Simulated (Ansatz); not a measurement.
Two shapes of singlet HF₂(-).

Shape 1:

```xyz
3

F     0.0259    0.0405   -1.1300
H    -0.0131    0.0189    0.0444
F    -0.0387   -0.0116    1.1733
```

Shape 2:

```xyz
3

F     0.0000    0.0000   -1.2354
H     0.0000    0.0000    0.0000
F     0.0000    0.0000    1.2354
```

Basis set: cc-pVDZ (spherical functions). Correlated methods keep 2 orbitals frozen. Charge -1, multiplicity 1.

Computed with Ansatz (development build ahead of 0.2.0); each method stands on the lowest determinant of its kind that the runs found.

Question: Which shape is lower in energy, and by how much in each method?

Answer:

| method | E(2) − E(1) (eV) |
| --- | --- |
| RHF | 0.278 |
| RHF-MP2 | 0.204 |

Shape 1 is lower. Caution: no diffuse functions for an anion; stretched shape with no unrestricted run beside it, a lower state can exist. Caution for RHF-MP2: bonds are stretched, where a single reference can fail.
